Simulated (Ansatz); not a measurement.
Consider the substitution at a C–C bond: `CCCCC#N` + `OC(F)F` → `CCOC(F)F` + `CCC#N`.

Computed with Ansatz on PBE0-D4/def2-TZVP structures; ΔE is electronic, products minus reactants. CBS: MP2 limit from def2 TZ/QZ plus the TZ coupled-cluster correction, frozen cores. DFT in def2-TZVPP. HSE06 is defined as in plane-wave codes. One conformer a species, not always the lowest.

```
             level  ΔE (kJ/mol)  difference from CCSD(T)/CBS
           BLYP-D4         33.7                         -9.0
         r2SCAN-D4         37.1                         -5.6
        r2SCAN0-D4         39.9                         -2.8
          HSE06-D4         41.4                         -1.3
          PBE-QIDH         43.4                          0.7
            revPBE         34.9                         -7.8
              PBE0         39.2                         -3.5
           r2SCANh         37.4                         -5.3
             BHLYP         32.4                        -10.3
         CAM-B3LYP         32.2                        -10.5
RPA@PBE/def2-TZVPP         37.2                         -5.5
       HF/def2-SVP         28.1                        -14.6
SCS-MP2/def2-TZVPP         41.7                         -1.0
   CCSD/def2-TZVPP         40.4                         -2.3
SCS-MP2/def2-QZVPP         42.5                         -0.2
    CCSD/CBS(def2)         41.8                         -0.9
       CCSD(T)/CBS         42.7                            0
```

Largest T1 diagnostic among the species: 0.012.

Leaving LDA and LC-ωPBE aside and taking each functional with its dispersion term where it has one, the values spread over 9.7 kJ/mol, from BLYP-D4 to PBE-QIDH. LDA lies +4.0 kJ/mol from PBE without D4. In def2-TZVPP, CCSD(T) changes the Hartree–Fock value by +12.8 kJ/mol (the triples alone add +0.9 kJ/mol) and MP2 by +18.8 kJ/mol.
